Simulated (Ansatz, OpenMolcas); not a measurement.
# Worked example: the enthalpy of formation of SO3 (sulfur trioxide)

SO3 has 4 atoms, charge 0, and is taken as a singlet. As SMILES, `O=S(=O)=O`. The coordinates come from a PBE0-D4/def2-TZVP relaxation.

```xyz
4

O    -1.1216   -0.6846    0.5367
S     0.0000    0.0000    0.0000
O     1.3089   -0.3277    0.4405
O    -0.1874    1.0123   -0.9771
```

Total energies at HF/3-21G (OpenMolcas 26.06); the atoms run unrestricted:

```
species    state  energy (Eh)
    SO3  singlet  -618.553634
      O  triplet   -74.393657
      S  triplet  -395.551336
```

Harmonic wavenumbers at PBE0-D4/def2-TZVP, in cm⁻¹: 509, 534, 534, 1110, 1445, 1445.

Measured heats of formation of the gaseous atoms at 298.15 K, in kJ/mol: O 249.2, S 277.0. Spin-orbit lowering of the atoms at 298 K (mean of the ground term's levels less their thermal mean, from spectra), in kJ/mol: O 0.40, S 1.88. Take 1 Eh = 2625.50 kJ/mol, 1 cm⁻¹ = 0.0119627 kJ/mol, RT = 2.479 kJ/mol.

**Question.** What heat of formation follows?

**Answer.** 
1. Electronic atomisation energy: 3 × (-74.393657) + (-395.551336) − (-618.553634) = -0.178673 Eh = -469.1 kJ/mol.
2. Zero-point energy: half the sum of the wavenumbers, 2788.5 cm⁻¹ = 33.4 kJ/mol.
3. Thermal vibrational enthalpy, Σ hcν̃/(exp(hcν̃/kT) − 1): 1.7 kJ/mol. Translation, rotation and pV of a non-linear molecule: 4 RT = 9.9 kJ/mol.
4. The 4 free atoms carry 5/2 RT each: 24.8 kJ/mol.
5. Spin-orbit coupling lowers the free atoms by 3 × 0.40 + 1.88 = 3.1 kJ/mol.
6. Atomisation enthalpy at 298 K: -469.1 − 3.1 − 33.4 − 1.7 − 9.9 + 24.8 = -492.4 kJ/mol.
7. Sum of the atoms' heats of formation: 1024.6 kJ/mol. Heat of formation: 1024.6 − -492.4 = +1517.0 kJ/mol.

The tabulated value is -395.8 kJ/mol (NIST-JANAF tables), so this level is off by +1912.8 kJ/mol, or 134.7 % of the atomisation enthalpy. Hartree–Fock leaves out correlation, which is larger in the molecule than in the atoms, so it underbinds and puts the heat of formation too high. A basis without polarisation functions underbinds badly. Anharmonicity and any spin-orbit splitting of the molecule are left out.
